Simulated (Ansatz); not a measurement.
`O/C=C(/F)Cl`, relaxed with RKS PBE-D4/def2-SVP in Ansatz 0.2.0 from a rough embedded geometry. The force threshold is 0.03 eV/Å; the program also tests the step.

The species carries charge 0 and has multiplicity 1.

Start:

```xyz
7

O    -1.459   -0.508   -0.115
C    -0.501    0.367    0.166
C     0.841    0.186    0.048
F     1.584    1.292    0.361
Cl    1.523   -1.254   -0.520
H    -1.014   -1.389   -0.451
H    -0.974    1.307    0.511
```

```
step  energy (eV)  largest force (eV/Å)  largest move (Å)
   1  -19370.3860                 2.437             0.000
   2  -19370.5888                 1.370             0.051
   3  -19370.6421                 0.480             0.076
   4  -19370.6602                 0.200             0.061
   5  -19370.6631                 0.092             0.022
   6  -19370.6635                 0.021             0.008
```

End:

```xyz
7

O    -1.465   -0.573   -0.132
C    -0.549    0.379    0.161
C     0.790    0.247    0.049
F     1.653    1.219    0.352
Cl    1.521   -1.232   -0.513
H    -0.977   -1.369   -0.435
H    -0.974    1.329    0.517
```

It took 11 s on 2 threads of an Arm Neoverse V1 on a shared host, with 0.16 GiB of host memory at the peak.
